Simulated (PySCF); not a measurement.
Isomers of C5H9F, mass 88.069 u with the commonest isotopes. The calculation used CAM-B3LYP/def2-SVPD in PySCF (dipole) on a GFN2-xTB geometry, gas phase. One conformer each, none proved a minimum here; rigid rotors.

Task: Order these by rotational constant A, largest first.
A. `[F:1][CH:2]1[CH2:3][CH2:4][CH2:5][CH2:6]1` with F1–C2–C3–C4 124°, C2–C3–C4–C5 -29°, C3–C4–C5–C6 41°, C4–C5–C6–C2 -37°
B. `[CH3:1]/[CH:2]=[C:3](\[F:4])[CH2:5][CH3:6]` with C2–C3–C5–C6 108°
C. `[CH3:1]/[CH:2]=[CH:3]/[C@@H:4]([CH3:5])[F:6]` with C2–C3–C4–C5 -112°

Result: C (7316 MHz), B (6951 MHz), A (5830 MHz).

Task: Order these by rotational constant C, smallest first.
A. `[CH3:1]/[CH:2]=[C:3](\[F:4])[CH2:5][CH3:6]` with C2–C3–C5–C6 108°
B. `[CH3:1]/[CH:2]=[CH:3]/[C@@H:4]([CH3:5])[F:6]` with C2–C3–C4–C5 -112°
C. `[F:1][CH:2]1[CH2:3][CH2:4][CH2:5][CH2:6]1` with F1–C2–C3–C4 124°, C2–C3–C4–C5 -29°, C3–C4–C5–C6 41°, C4–C5–C6–C2 -37°

Result: B (1650 MHz), A (1821 MHz), C (2512 MHz).

Task: Order these by radius of gyration √(Σ m r²/M), smallest first.
A. `[CH3:1]/[CH:2]=[CH:3]/[C@@H:4]([CH3:5])[F:6]` with C2–C3–C4–C5 -112°
B. `[F:1][CH:2]1[CH2:3][CH2:4][CH2:5][CH2:6]1` with F1–C2–C3–C4 124°, C2–C3–C4–C5 -29°, C3–C4–C5–C6 41°, C4–C5–C6–C2 -37°
C. `[CH3:1]/[CH:2]=[C:3](\[F:4])[CH2:5][CH3:6]` with C2–C3–C5–C6 108°

Result: B (1.586 Å), C (1.833 Å), A (1.908 Å).

| SMILES | point group | Ia (u·Å²) | Ib (u·Å²) | Ic (u·Å²) | κ | μa (D) | μb (D) | μc (D) |
| --- | --- | --- | --- | --- | --- | --- | --- | --- |
| C/C=C/[C@@H](C)F | C1 | 69.08 | 265.90 | 306.32 | -0.91 | 0.50 | 1.67 | 0.43 |
| FC1CCCC1 | C1 | 86.69 | 155.36 | 201.18 | -0.55 | 1.71 | 0.07 | 1.03 |
| C/C=C(\F)CC | C1 | 72.70 | 241.50 | 277.48 | -0.89 | 0.29 | 1.51 | 0.20 |
